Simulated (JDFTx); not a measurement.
An input for JDFTx (a modified build) (C2H6OS (SMILES CS(C)=O), charge 0, multiplicity 1; bohr, hartree):

```
lattice \
  18.4248297151 0.0000000000 0.0000000000 \
  0.0000000000 16.0626720593 0.0000000000 \
  0.0000000000 0.0000000000 13.2280828724
coords-type Cartesian
ion C -2.5713323900 -1.2205115868 0.3671177961 0
ion S 0.0003403389 0.7593809900 1.6705970746 0
ion C 2.5739322851 -1.2202159957 0.3665887361 0
ion O 0.0016335703 3.0789277906 0.1703988452 0
ion H -4.3488249361 -0.3212231082 0.8525519487 0
ion H -2.4670789569 -3.0789277906 1.2206484310 0
ion H -2.3875252092 -1.3282821294 -1.6705970746 0
ion H 2.3613516973 -1.3684914053 -1.6652961176 0
ion H 4.3488249361 -0.2942704327 0.8107998445 0
ion H 2.5016493476 -3.0645044852 1.2554549443 0
ion-species pseudo/c_pbe_v1.2.upf
ion-species pseudo/s_pbe_v1.4.upf
ion-species pseudo/o_pbe_v1.2.upf
ion-species pseudo/h_pbe_v1.4.upf
elec-cutoff 20 100
elec-ex-corr gga-PBE
symmetries none
coulomb-interaction Isolated
coulomb-truncation-embed 0 0 0
elec-n-bands 13
electronic-minimize nIterations 150 energyDiffThreshold 1e-7
dump-name s0.$VAR
dump End State Ecomponents EigStats BandEigs Forces ElecDensity IonicPositions
```

Task: What happens when this is run, and what should be changed?

Result: It stops during set-up with
```
Atom 3 lies within the margin of 5 bohrs from the truncation boundary.
Expand unit cell, or if absolutely sure, reduce coulomb-truncation-ion-margin.
Failed.
```
The box is too small for the truncated Coulomb interaction: enlarge the cell, or lower coulomb-truncation-ion-margin if the density is known to be confined.
